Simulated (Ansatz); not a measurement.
**Sr2AlPd2: from a trial structure to a relaxed crystal**

All numbers below come from DFT PBEsol, scalar-relativistic, plane waves, PAW in Ansatz 0.2.0. Cutoff 420 eV, Γ-centred k mesh, Gaussian smearing, no spin polarisation in the final step.

Sr2AlPd2 was placed on the ThCr2Si2 structure type (I4/mmm, No. 139), with Al in place of Th, Pd in place of Cr, Sr in place of Si, at a guessed volume.

```yaml
crystal:
  lattice:
    - [-2.26206, 2.26206, 5.93511]
    - [2.26206, -2.26206, 5.93511]
    - [2.26206, 2.26206, -5.93511]
  atoms:
    - { symbol: Sr, position: [0.62600, 0.62600, 0.00000] }
    - { symbol: Sr, position: [0.37400, 0.37400, 0.00000] }
    - { symbol: Al, position: [0.00000, 0.00000, 0.00000] }
    - { symbol: Pd, position: [0.25000, 0.75000, 0.50000] }
    - { symbol: Pd, position: [0.75000, 0.25000, 0.50000] }
```

Cell and atoms relax at zero pressure; the relaxation can't lower the symmetry of the start. After a coarse first stage the cell is made exact in the group found at 0.06 Å.

The zero of energy is the elements' standard structures at the same level; no fitted shifts are applied.

Question: What does it relax into?

Answer: It keeps I4/mmm (No. 139), but not the shape of the type it started on. Conventional cell: a = 3.754 Å, c = 18.477 Å. Sr has 4 Pd at 3.06 Å, 4 Al at 3.45 Å and 4 Sr at 3.75 Å (next Sr at 4.41 Å); around Al lie 8 Sr at 3.45 Å and 4 Al at 3.75 Å; Pd has 4 Pd at 2.65 Å and 4 Sr at 3.06 Å.

```cif
data_structure
_symmetry_space_group_name_H-M 'I4/mmm'
_symmetry_Int_Tables_number 139
_cell_length_a 3.7537
_cell_length_b 3.7537
_cell_length_c 18.4772
_cell_angle_alpha 90.000
_cell_angle_beta 90.000
_cell_angle_gamma 90.000
_cell_volume 260.34
loop_
_atom_site_label
_atom_site_type_symbol
_atom_site_symmetry_multiplicity
_atom_site_Wyckoff_symbol
_atom_site_fract_x
_atom_site_fract_y
_atom_site_fract_z
_atom_site_occupancy
Sr1 Sr 4 e 0.50000 0.50000 0.11931 1
Al1 Al 2 a 0.00000 0.00000 0.00000 1
Pd1 Pd 4 d 0.50000 0.00000 0.25000 1
```

Question: What are its volume, energy, density and gap?

Answer: The volume per atom is 26.03 Å³. The density is 5.29 g/cm³ and the energy over the elements is -0.15 eV/atom. The gap on the 14×14×14 mesh is 0 eV (a metal).

The final run used a 14×14×14 mesh on its 5-atom cell and 0.10 eV smearing. For metals, differences of a few meV/atom aren't resolved. Symmetry constrained the relaxation, so the result can be a saddle point. The steps took roughly 7 core-minutes in all.